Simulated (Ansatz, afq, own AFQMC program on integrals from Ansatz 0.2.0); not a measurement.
## AlSi, doublet → AlSi⁺, singlet

```xyz
2

Si    0.0000    0.0000    0.0000
Al    0.0000    0.0000    2.3977
```

E(singlet, charge +1) − E(doublet, charge +0) at this geometry, on ROHF and RHF determinants.

Basis 6-31G. Noble-gas cores (and the filled d shells of Ga–Kr and In–Xe) are frozen. Integrals, coupled cluster, full CI and functionals: Ansatz 0.2.0; the random walks run on the same integrals in our own AFQMC program. ph-AFQMC/CISD is guided by a CISD state made of CCSD amplitudes; releasing the constraint for a short imaginary time cuts its bias at the price of noise, slowly where states lie close. Error bars are statistical, one sigma. The errors of all members are added in quadrature.

Full CI is exact in this basis; where marked, its frozen core comes from its own orbitals, which moves totals by up to a few meV.

Errors are counted within 6-31G, not against nature.

Cautions: AlSi (doublet): a spin-contaminated unrestricted determinant lies lower (UHF 1.45 eV lower, ⟨S²⟩ 1.81), the search met a lower determinant of the same kind, perhaps of another symmetry (500 meV lower), and this one is a saddle point, strong correlation (T1 0.062, weight of the determinant 0.79, largest double 0.17), the released energies are still falling, so no released level is given (meV from the phaseless value at times in 1/Eh: -8 ± 4 at 0.24, -18 ± 6 at 0.51, -22.0 ± 2.5 at 0.99, -35 ± 3 at 1.62, -45 ± 4 at 2.40), CCSDTQ on the UHF determinant differs (115 meV higher), by its state or its frozen core, full CI with its own frozen core, a state of higher spin lies lower, its ph-AFQMC/CISD value lies 69 ± 4 meV above full CI; AlSi⁺ (singlet): another spin lies lower, restricted determinant unstable towards unrestricted (UHF 1.39 eV lower, ⟨S²⟩ 1.05), the search met a lower determinant of the same kind, perhaps of another symmetry (115 meV lower), and this one is a saddle point, strong correlation (T1 0.056, weight of the determinant 0.80, largest double 0.18), the CCSDT(Q) amplitudes may be one of several solutions (largest double 0.58), the CCSDTQ amplitudes may be one of several solutions (largest double 0.95), the released energies are still falling, so no released level is given (meV from the phaseless value at times in 1/Eh: -6 ± 4 at 0.24, -16 ± 4 at 0.51, -27 ± 4 at 0.99, -31 ± 3 at 1.62, -37 ± 4 at 2.40), the determinant fills πx and πy unequally, so it mixes two states of the linear molecule, and each level undoes that mixture to a different degree, while full CI gives the lower state, CCSDTQ on the UHF determinant differs (750 meV lower), perhaps since the unrestricted series falls towards higher spin, its ph-AFQMC/CISD value lies 127 ± 4 meV above full CI; this isn't the first ionization.

Reference (full CI): 684.5 kJ/mol.

```csv
level,vertical ionization energy (kJ/mol),error against FCI (kJ/mol)
HF,661.2,-23.3
MP2,696.4,11.9
CCSD,685.0,0.4
CCSD(T),689.7,5.1
CCSDT,687.4,2.9
CCSDT(Q),685.5,1.0
CCSDTQ,684.4,-0.2
ph-AFQMC/CISD,690.1 ± 0.5,5.6 ± 0.5
```

Correlation beyond CCSD(T) takes off 5.1 kJ/mol. The perturbative (T) step is worth +4.7 kJ/mol. Where a determinant mixes two states, these steps and errors hold in part the undoing of that mixture, and only full CI is sure.

CCSDT and higher add their correlation energy to the determinant of the CCSD(T) run, since their own runs factorise the integrals more tightly (a shift of under 2 meV).
